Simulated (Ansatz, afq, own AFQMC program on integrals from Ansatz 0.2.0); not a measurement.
AlSi⁺, triplet: AFQMC among the cluster methods

```xyz
2

Si    0.0000    0.0000    0.0000
Al    0.0000    0.0000    2.3977
```

Basis cc-pVTZ. Only valence electrons are correlated. Ansatz 0.2.0 and our own AFQMC program on the same integrals; the CISD trial comes from CCSD amplitudes, and released means the phaseless constraint is let go. Error bars are statistical, one sigma.

Determinant: ROHF, the one that the program's search chose, which needn't be the lowest solution. The geometry is a PBE0/def2-TZVP stationary point of this or a neighbouring charge and spin state.

No full CI on the walks' own integrals is used here; CCSDT(Q) serves as the reference and is uncertain by about the last step of the cluster series.

Cautions: lower spins were not checked; higher spins were not checked; a spin-contaminated unrestricted determinant lies lower (UHF 214 meV lower, ⟨S²⟩ 2.14); the search met a lower determinant of the same kind, perhaps of another symmetry (162 meV lower), and this one is a saddle point; strong correlation (T1 0.043, weight of the determinant 0.85, largest double 0.16); (T) is large, 6 % of the CCSD correlation; the released energies are still falling, so no released level is given (meV from the phaseless value at times in 1/Eh: -10 ± 3 at 0.24, -16 ± 3 at 0.51, -26 ± 3 at 0.99, -35 ± 3 at 1.62, -41 ± 5 at 2.40).

The T1 diagnostic is 0.0425, the weight of the determinant in the CISD state is 0.851 and the size of the correlated space is 6 electrons in 58 orbitals.

Reference: CCSDT(Q), correlation energy -4.135 eV.

```
        level  E − E(reference) (mEh)  share of correlation (%)
           HF                  151.95                      0.00
          MP2                   37.30                     75.45
         CCSD                   11.62                     92.35
      CCSD(T)                    2.64                     98.26
        CCSDT                    0.66                     99.56
  ph-AFQMC/HF             8.29 ± 0.75                     94.54
ph-AFQMC/CISD             2.01 ± 0.15                     98.68
```

A walk keeps the symmetry of its determinant, which the program's search chose and which needn't be the lowest solution, so a lower state of the same spin and another symmetry isn't excluded.
